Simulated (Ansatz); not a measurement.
Basis-set series for `FP(F)(F)(F)F`. The species carries charge 0 and has multiplicity 1. All single points use the PBE0-D4/def2-TZVP geometry.

Cartesian coordinates in Å:
```
F 1.274 -0.675 0.547
P 0.000 0.000 0.000
F -0.611 -0.474 -1.334
F 0.889 1.046 -0.780
F -0.663 1.149 0.786
F -0.889 -1.046 0.780
```

```json
{"functional": "PBE0-D4", "basis": "def2-TZVPP", "functions": "197", "energy (Eh)": "-840.38328", "HOMO (eV)": "-12.10", "LUMO (eV)": "0.66"}
{"functional": "PBE0-D4", "basis": "def2-QZVPP", "functions": "355", "energy (Eh)": "-840.42262", "HOMO (eV)": "-12.15", "LUMO (eV)": "0.34"}
{"functional": "ωB97M-V", "basis": "def2-TZVPP", "functions": "197", "energy (Eh)": "-840.85572", "HOMO (eV)": "-14.63", "LUMO (eV)": "2.80"}
{"functional": "ωB97M-V", "basis": "def2-QZVPP", "functions": "355", "energy (Eh)": "-840.89274", "HOMO (eV)": "-14.69", "LUMO (eV)": "2.22"}
```

Task: Give the rows for def2-SVP. (An estimate is asked.)

Result: Ansatz gave: 
| functional | basis | functions | energy (Eh) | HOMO (eV) | LUMO (eV) |
| --- | --- | --- | --- | --- | --- |
| PBE0-D4 | def2-SVP | 88 | -839.59384 | -11.91 | 1.00 |
| ωB97M-V | def2-SVP | 88 | -840.05499 | -14.41 | 3.30 |

Positive LUMOs are unbound and depend on the basis.
